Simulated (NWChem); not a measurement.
Total energies of hydrogen cyanide (CHN)

SMILES: C#N
```xyz
3

C      0.0000     0.0000    -0.5060
N      0.0000     0.0000     0.6613
H      0.0000     0.0000    -1.5931
```
Charge 0, spin multiplicity 1.

The numbers come from NWChem runs, not from measurements. All single points use one geometry, from PBE/def2-SVP, a minimum by its harmonic frequencies.

Basis set: def2-TZVP (68 functions).

```
method     total energy (Ha)
---------  -----------------
RHF                -92.90822
MP2                -93.25314
B2PLYP             -93.39150
PBE                -93.34692
B3LYP              -93.46299
CAM-B3LYP          -93.41453
CCSD(T)            -93.27512
```

Total energies of different functionals aren't comparable as a measure of quality: only differences taken within one method are. 

The correlated methods keep 2 core orbitals frozen. B3LYP has NWChem's definition, with VWN1-RPA local correlation. No row is a measurement; the coupled-cluster row has its own basis-set and correlation limits.
